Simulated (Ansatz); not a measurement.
SiNH₆Cl, singlet: a trajectory.

The input file, in.yaml:

```yaml
crystal:
  periodic: [false, false, false]
  atoms:
    - {symbol: Si, position_ang: [-0.377982, -0.416275, -1.015093]}
    - {symbol: N, position_ang: [-0.009675, -0.391273, 0.697429]}
    - {symbol: H, position_ang: [-1.333241, 0.687470, -1.266226]}
    - {symbol: H, position_ang: [0.899445, -0.201107, -1.733237]}
    - {symbol: H, position_ang: [-0.983441, -1.696648, -1.473238]}
    - {symbol: H, position_ang: [0.689629, 1.163454, 1.084136]}
    - {symbol: Cl, position_ang: [1.222715, 2.351915, 1.373685]}
    - {symbol: H, position_ang: [0.695541, -1.046799, 1.009487]}
    - {symbol: H, position_ang: [-0.803090, -0.450737, 1.323058]}
basis:
  gaussian: {orbitals: def2-SVP}
hamiltonian: {xc: pbe0, dispersion: d4}
md: {n_steps: 30, timestep: -0.5, temperature: 200, ensemble: nvt_langevin, seed: 455, friction: 0.01, initial_velocities: maxwell_boltzmann}
```

Command:

```bash
ansatz run in.yaml --threads 2 --pin off --events-out ev --progress --plain --max-ram 4352MiB
```

The run's output (Ansatz 0.2.0):

```
Error: invalid value for `md.timestep`: must be finite and > 0; got -0.5 fs
```

The run took about 0.05 s on 2 CPU threads of an Arm Neoverse V1 (shared host).


The program refused the input. A timestep must be positive.